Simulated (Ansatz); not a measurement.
Mulliken charges of C₃H₅NO (`C=C(O)C=N`) from PBE/def2-TZVPP in Ansatz (PBE0-D4/def2-TZVP geometry).

```
atom   x (Å)   y (Å)   z (Å)  charge (e)
  C1  -1.596   0.059   0.507      -0.240
  C2  -0.365  -0.358   0.204       0.220
  O3   0.053  -1.621   0.360      -0.259
  C4   0.643   0.556  -0.336      -0.083
  N5   1.789   0.081  -0.599      -0.262
  H6  -1.858   1.097   0.352       0.092
  H7  -2.343  -0.614   0.906       0.096
  H8   0.981  -1.623   0.059       0.203
  H9   0.345   1.598  -0.481       0.069
 H10   2.433   0.774  -0.968       0.164
```

Problem. By hand: the dipole of these point charges (1 e Å = 4.8032 D).

Solution. Σ q r = (-0.007, 0.209, -0.046) e Å, of length 0.214 e Å = 1.03 D.

Problem. How does the dipole of the full density compare? (Best estimate.)

Solution. The calculation gave: (0.087, 0.457, -0.134) e Å, 2.33 D; the point charges give 0.44 times that, at 13° from its direction.

Point charges leave out the atoms' own dipoles, such as those of lone pairs, and Mulliken's split depends on the basis, so the two needn't agree.
